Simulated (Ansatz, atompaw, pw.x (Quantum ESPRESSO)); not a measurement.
## pw.x on bcc Re: one setting changed

Potential: PAW, atompaw 4.2.0.5, PBEsol; core [Kr] 4d10 4f14, reference 5s2 5p6 5d5 6s2 6p0; waves: 5s (bound): rc 1.95 bohr; 6s (bound): rc 2.10 bohr; 5p (bound): rc 1.90 bohr; 6p (bound, empty): rc 2.10 bohr; 5d (bound): rc 2.10 bohr; 5d channel at 1.85 Ry: rc 1.95 bohr; local part: ultrasoft scheme with l = 3 at 1 Ry, radius 1.44 bohr; core correction: smooth core density matched at 1.35 bohr; augmentation: besselshape compensation charge, radius 1.95 bohr; PAW radius 2.10 bohr; waves and projectors: custom polynom vanderbiltortho.

The reference run (k-mesh 15³, cutoffs 60/600 Ry, Fermi–Dirac 0.01 Ry, mixing_beta 0.4, conv_thr 1e-9, no spin) gives -0.93 GPa at 14.678 Å³/atom, where all-electron LAPW gives 0.85 GPa. This run, with its own iteration cap, changes degauss to 0.002.

```
&control
  calculation='scf', prefix='x', pseudo_dir='./', outdir='./tmp', tstress=.true., disk_io='none'
/
&system
  ibrav=0, nat=1, ntyp=1, ecutwfc=60, ecutrho=600, nbnd=15,
  occupations='smearing', smearing='fd', degauss=0.002
/
&electrons
  conv_thr=1e-09, mixing_beta=0.4, electron_maxstep=60
/
ATOMIC_SPECIES
Re 1.0 Re.UPF
CELL_PARAMETERS angstrom
  -1.54241875 1.54241875 1.54241875
  1.54241875 -1.54241875 1.54241875
  1.54241875 1.54241875 -1.54241875
ATOMIC_POSITIONS crystal
Re 0.0000 0.0000 0.0000
K_POINTS automatic
15 15 15 0 0 0
```

```bash
pw.x < Re.scf.in > Re.scf.out
```

Task: How does the run end?

Result: It converges in 7 iterations; the free energy moves by +36.4 meV/atom and the pressure by -0.47 GPa. In a metal, with Fermi–Dirac smearing, F lies below its zero-width value by a term in the square of the width.

```
Message from routine setup:
     using ibrav=0 with symmetry is DISCOURAGED, use correct ibrav instead
     lattice parameter (alat)  =       5.0485  a.u.
     unit-cell volume          =      99.0521 (a.u.)^3
     number of electrons       =        15.00
     number of Kohn-Sham states=           15
     kinetic-energy cutoff     =      60.0000  Ry
     charge density cutoff     =     600.0000  Ry
     scf convergence threshold =      1.0E-09
     Exchange-correlation= SLA PW PSX PSC
     number of k points=   120  Fermi-Dirac smearing, width (Ry)=  0.0020
     iteration #  1     ecut=    60.00 Ry     beta= 0.40
     total energy              =    -785.98093423 Ry
     estimated scf accuracy    <       0.04030809 Ry
     iteration #  2     ecut=    60.00 Ry     beta= 0.40
     total energy              =    -785.98248172 Ry
     estimated scf accuracy    <       0.00510377 Ry
     iteration #  3     ecut=    60.00 Ry     beta= 0.40
     total energy              =    -785.98296579 Ry
     estimated scf accuracy    <       0.00043615 Ry
     iteration #  4     ecut=    60.00 Ry     beta= 0.40
     total energy              =    -785.98298185 Ry
     estimated scf accuracy    <       0.00000204 Ry
     iteration #  5     ecut=    60.00 Ry     beta= 0.40
     total energy              =    -785.98298251 Ry
     estimated scf accuracy    <       0.00000037 Ry
     iteration #  6     ecut=    60.00 Ry     beta= 0.40
     total energy              =    -785.98298254 Ry
     estimated scf accuracy    <       0.00000001 Ry
     iteration #  7     ecut=    60.00 Ry     beta= 0.40
     the Fermi energy is    24.6862 ev
!    total energy              =    -785.98298255 Ry
     estimated scf accuracy    <          7.7E-10 Ry
     smearing contrib. (-TS)   =      -0.00026730 Ry
     convergence has been achieved in   7 iterations
          total   stress  (Ry/bohr**3)                   (kbar)     P=      -13.96
     Message from routine punch:
     Nothing written, as per user request (disk_io='none')
```

The run took about 14 s on one core of a shared host (Intel(R) Xeon(R) Platinum 8488C, 192 threads, 744 GiB, load 68).
